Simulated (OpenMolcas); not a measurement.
**CH2F2 (difluoromethane): MP2/def2-TZVPP**

Aim: the energy change on altering one bond length of CH2F2 (difluoromethane) at MP2/def2-TZVPP, from 2 runs. 

The results are computed with OpenMolcas 26.06.

## Step 1: Starting point

CH2F2 has 5 atoms, charge 0, and is taken as a singlet. As SMILES, `FCF`. The shape is that of a PBE0-D4/def2-TZVP optimisation.

Bond lengths: F1–C2 1.351 Å, C2–F3 1.351 Å, C2–H4 1.093 Å, C2–H5 1.094 Å. Angles: F1–C2–F3 108.6°, F1–C2–H4 108.8°, F1–C2–H5 108.8°, F3–C2–H4 108.8°, F3–C2–H5 108.8°, H4–C2–H5 113.0°.

## Step 2: Energy and forces at MP2/def2-TZVPP

Input file coord.xyz:

```xyz
5

F     -1.073300     0.191200     0.698300
C      0.010100    -0.016900    -0.082300
F      1.090500    -0.179200     0.713200
H     -0.142700    -0.932900    -0.659500
H      0.165300     0.864200    -0.711100
```

Input file job.input:

```
&GATEWAY
  BasLib = $CurrDir
  Coord = coord.xyz
  Basis = def2-TZVPP
  Group = NoSym

&SEWARD

&SCF
  PrOrbitals = 1 1

&MBPT2
  Frozen = 3
  Grdt

&ALASKA
```

The basis set def2-TZVPP is read from a file made from the Basis Set Exchange's data (not shown).

Started as:

```console
$ export MOLCAS_MEM=1860
$ pymolcas job.input > job.log
```

Log:

```text
--- Start Module: gateway ---
[...]
--- Stop Module: gateway /rc=_RC_ALL_IS_WELL_ ---
[...]
      Basis functions          121
[...]
       Convergence after  11 Iterations
[...]
::    Total SCF energy                               -238.0087619588
[...]
      Total spin, S                                     0.0000000000
[...]
      Total electronic charge=   26.000000
      Total            charge=   -0.000000
[...]
--- Start Module: mbpt2 ---
[...]
WARNING!
Default frozen orbitals as non valence orbitals is overwritten by user input.
Default values:   3
[...]
       Reference weight ( Cref**2 )         =        0.87955
::    Total MBPT2 energy                             -238.6779614059
[...]
      Dipole Moment (debye):
      Origin of the operator (angstrom)=    0.0091   -0.0008    0.4700
                   X=  3.5857E-03               Y= -5.5434E-02               Z= -1.9057E+00           Total=  1.9065E+00
      Quadrupole Moment (debye*angstrom):
[...]
      Total MBPT2 calculations                          19.98     23.11
--- Stop Module: mbpt2 /rc=_RC_ALL_IS_WELL_ ---
[...]
--- Start Module: alaska ---
[...]
 *              Molecular gradients               *
 **************************************************
  Irreducible representation: a
 ------------------------------------------------------------------------------------------
                              X                       Y                       Z
 ------------------------------------------------------------------------------------------
  F1                2.56098174048347E-03   -4.89537621839009E-04   -1.88848629697347E-03
  C2               -4.05853751872243E-05    1.96891497069279E-04    9.15585893686721E-03
  F3               -2.55049512924010E-03    3.86924700876978E-04   -1.92741907134941E-03
  H4               -6.75559944155357E-04   -4.07039546963928E-03   -2.53749180914653E-03
  H5                7.05658708130885E-04    3.97611689351818E-03   -2.80246175937870E-03
 ------------------------------------------------------------------------------------------
--- Stop Module: alaska /rc=_RC_ALL_IS_WELL_ ---
[...]
```

Wall time 46 s (1 thread of Arm Neoverse V1, shared host); peak memory 0.92 GiB.

## Step 3: The distorted shape

coord.xyz: that of step 2 with these lines changed.

```diff
@@ -2,3 +2,3 @@
 
-F     -1.073300     0.191200     0.698300
+F     -1.615029     0.295256     1.088621
 C      0.010100    -0.016900    -0.082300
```

Input file job.inp:

```
* CH2F2 MP2
&GATEWAY
BASLIB=$CurrDir
COORD=coord.xyz
BASIS=def2-TZVPP
GROUP=NoSym
&SEWARD
&SCF
PRORBITALS=1 1
&MBPT2
FROZEN=3
GRDT
&ALASKA
```

The basis set def2-TZVPP is read from a file made from the Basis Set Exchange's data (not shown).

Started as:

```console
$ export MOLCAS_MEM=1860
$ pymolcas job.inp > job.log
```

Log:

```text
--- Start Module: gateway ---
[...]
--- Stop Module: gateway /rc=_RC_ALL_IS_WELL_ ---
[...]
      Basis functions          121
[...]
       Convergence after  13 Iterations
[...]
::    Total SCF energy                               -237.8756663891
[...]
      Total spin, S                                     0.0000000000
[...]
      Total electronic charge=   26.000000
      Total            charge=   -0.000000
[...]
--- Start Module: mbpt2 ---
[...]
WARNING!
Default frozen orbitals as non valence orbitals is overwritten by user input.
Default values:   3
[...]
       Reference weight ( Cref**2 )         =        0.85732
::    Total MBPT2 energy                             -238.5695825887
[...]
      Dipole Moment (debye):
      Origin of the operator (angstrom)=   -0.1888    0.0372    0.6126
                   X=  2.1987E+00               Y= -4.6695E-01               Z= -3.1376E+00           Total=  3.8597E+00
      Quadrupole Moment (debye*angstrom):
[...]
      Total MBPT2 calculations                          20.31     24.22
--- Stop Module: mbpt2 /rc=_RC_ALL_IS_WELL_ ---
[...]
--- Start Module: alaska ---
[...]
 *              Molecular gradients               *
 **************************************************
  Irreducible representation: a
 ------------------------------------------------------------------------------------------
                              X                       Y                       Z
 ------------------------------------------------------------------------------------------
  F1               -7.57741429196805E-02    1.46038531072838E-02    5.62605615747152E-02
  C2                6.28046468961507E-03   -2.12672479778664E-03   -3.39581857047317E-02
  F3                3.43809439973786E-02   -5.64930909407169E-03    8.26077436102679E-03
  H4                1.76912805842908E-02   -2.62274681759322E-03   -1.52866481096328E-02
  H5                1.74214536484357E-02   -4.20507239780177E-03   -1.52765021213299E-02
 ------------------------------------------------------------------------------------------
--- Stop Module: alaska /rc=_RC_ALL_IS_WELL_ ---
[...]
```

It took 47 s on 1 thread of Arm Neoverse V1, shared host; peak memory 0.92 GiB.

## Step 4: Results

Level: MP2/def2-TZVPP, 3 core orbitals frozen.

| quantity | value |
| --- | --- |
| first shape: total energy | -238.67796 Eh |
| first shape: dipole moment (mean-field density) | 2.15 D |
| first shape: HOMO energy (Hartree–Fock orbitals) | -14.54 eV |
| first shape: LUMO energy (Hartree–Fock orbitals) | 4.35 eV |
| first shape: HOMO–LUMO gap (Hartree–Fock orbitals) | 18.89 eV |
| first shape: correlation energy (3 core orbitals frozen) | -669.2 mEh |
| first shape: largest force on an atom | 0.471 eV/Å |
| distorted shape: total energy | -238.56958 Eh |
| distorted shape: dipole moment (mean-field density) | 5.13 D |
| distorted shape: HOMO energy (Hartree–Fock orbitals) | -13.85 eV |
| distorted shape: LUMO energy (Hartree–Fock orbitals) | 1.04 eV |
| distorted shape: HOMO–LUMO gap (Hartree–Fock orbitals) | 14.89 eV |
| distorted shape: correlation energy (3 core orbitals frozen) | -693.9 mEh |
| distorted shape: largest force on an atom | 4.911 eV/Å |
| energy change with the F1–C2 bond stretched from 1.351 to 2.027 Å | 2.949 eV |

**Reading.** With the F1–C2 bond stretched from 1.351 to 2.027 Å the energy rises by 2.95 eV (68 kcal/mol). The first shape isn't relaxed at this level, so the change isn't measured from a minimum. The largest force (first shape) is 0.47 eV/Å: the shape isn't a stationary point for this species at this level. Mulliken charges (first shape) of the mean-field density run from -0.28 on F3 to +0.45 on C2.
